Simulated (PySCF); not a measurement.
**Working out the ionisation energy of C**

C [He] 2s2 2p2 (3P) → C+ [He] 2s2 2p1 (2P). Calculation: PySCF 2.14, in cc-pVDZ (3s2p1d, 14 functions); the non-relativistic Hamiltonian (point nucleus). Frozen: 1s2. Energies in hartree (1 hartree = 27.21139 eV):

```tsv
part	C (lower)	C+ (upper)
UHF	-37.686544	-37.289528
CCSD correlation	-0.072906	-0.066711
(T)	-0.000926	-0.000653
```

Task: What does Hartree-Fock give?

Result: (-37.289528) − (-37.686544) = 0.397016 hartree = 10.803 eV.

Task: What do CCSD and CCSD(T) give?

Result: The CCSD correlation energies differ by 0.006195 hartree = 0.169 eV and the triples by 0.000273 hartree = 0.007 eV, so CCSD gives 10.972 eV and CCSD(T) 10.979 eV.

Measured between the centres of the two terms (NIST): 11.262 eV, so CCSD(T) (valence) is off by -0.283 eV.

A double-zeta basis recovers only part of the correlation energy.

What remains against the reference includes basis incompleteness, the frozen core and higher excitations.
